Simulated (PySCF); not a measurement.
Species: 1,1-dichloro-2,2-difluoroethane, C2H2Cl2F2.
Z-matrix (Å and degrees, PBE0-D3(BJ)/def2-SVP geometry), rows numbered from 1:
```
F 
C   1  1.3374
F   2  1.3446  1  108.75
C   2  1.5256  1  110.98  3  -119.87
Cl  4  1.7710  2  109.10  1   -66.00
Cl  4  1.7639  2  110.91  1    58.33
H   2  1.1048  1  109.22  3   118.95
H   4  1.0974  2  109.00  1   176.76
```

The computed photoelectron lines, unassigned: C 1s: 294.54 (area 1), 296.58 (area 1) eV; F 1s: 693.98 eV; Cl 1s: 2829.54 eV; Cl 2p3/2: 206.94 eV.

The calculation used PySCF 2.14.0, delta-SCF UKS SCAN, pcX-2 on the ionised atom, pcseg-1 elsewhere, spin-free X2C. One conformer (not necessarily the lowest) at the PBE0-D3(BJ)/def2-SVP geometry, without solvent, vibrations or thermal averaging.

(1) Which carbon gives which C 1s line?

## Answers

(1) 294.54 eV: C4 (CHCl2 carbon); 296.58 eV: C2 (CHF2 carbon). The listed C 1s values span 2.04 eV, from C4 (bonded to 2 Cl, C and H) to C2 (bonded to 2 F, C and H).

Bonded neighbours of each site: F1/F3: C; C2: 2 F, C and H; C4: 2 Cl, C and H; Cl5/Cl6: C.

Task: Which effective nuclear charge Zeff reproduces each element's mean 1s value in the hydrogen-like formula E = 13.606 eV × Zeff²?

Result: C (Z = 6): mean 295.6 eV, Zeff = 4.66, Z − Zeff = 1.34; F (Z = 9): mean 694.0 eV, Zeff = 7.14, Z − Zeff = 1.86; Cl (Z = 17): mean 2829.5 eV, Zeff = 14.42, Z − Zeff = 2.58. Means run over the listed sites, weighted by atom count.

Topologically equivalent atoms share the value of their first member; where this conformer doesn't relate them by symmetry, their own values could differ. Spin–orbit and ligand-field terms were added within each 2p shell after the spin-free SCF. 2p1/2 minus 2p3/2 (ligand field included): Cl 1.65 eV.

On one thread of an Intel Xeon Platinum 8259CL at 2.50 GHz, shared host, this took 55 s of wall time and 0.63 GiB of memory at its peak.
